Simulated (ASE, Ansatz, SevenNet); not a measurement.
How well does each level of theory give the elastic constant C11 of fcc Au?

Reference value: 202 GPa (measured, 0 K, extrapolated to 0 K; zero-point effects included; as tabulated in Malica and Corso (2021), arXiv:2109.00459).

```tsv
level (code)	value (GPa)	cell (Å³/atom)	difference (%)
EMT (ASE)	196	16.68	-3.0
SevenNet-l3i5 (SevenNet)	154	18.13	-24
PBE (Ansatz)	157	17.98	-22
r²SCAN (Ansatz)	172	17.55	-14.9
HSE06 (Ansatz)	160	17.56	-21
```

Leaving aside EMT, which can be fitted to such values or carry a doubt: The best agreement in this table is that of r²SCAN (-14.9 %). SevenNet-l3i5 (-24 %) lies farthest from it. Of these only r²SCAN lands within 20 %. All 4 levels lie below the reference.

The measured value isn't corrected to a static lattice, so vibrations enter the comparison.  Density-functional levels without +SOC have no spin–orbit coupling. HSE06: hybrids on metals are sensitive to the k mesh. Each level is taken at its own relaxed cell. Cutoffs and k meshes differ between the levels. Ansatz's density-functional and Hartree–Fock values are scalar-relativistic unless marked +SOC, with PAW data made under PBE.

Empirical potentials (EMT) are fitted to chosen data, which need not cover the solid at hand: agreement can be built in, and what lay outside the fit can be far off. Machine-learned potentials (SevenNet-l3i5) are trained on DFT data, which may include these solids.

Differences are worked out from the printed values.

Ansatz is an electronic-structure program.
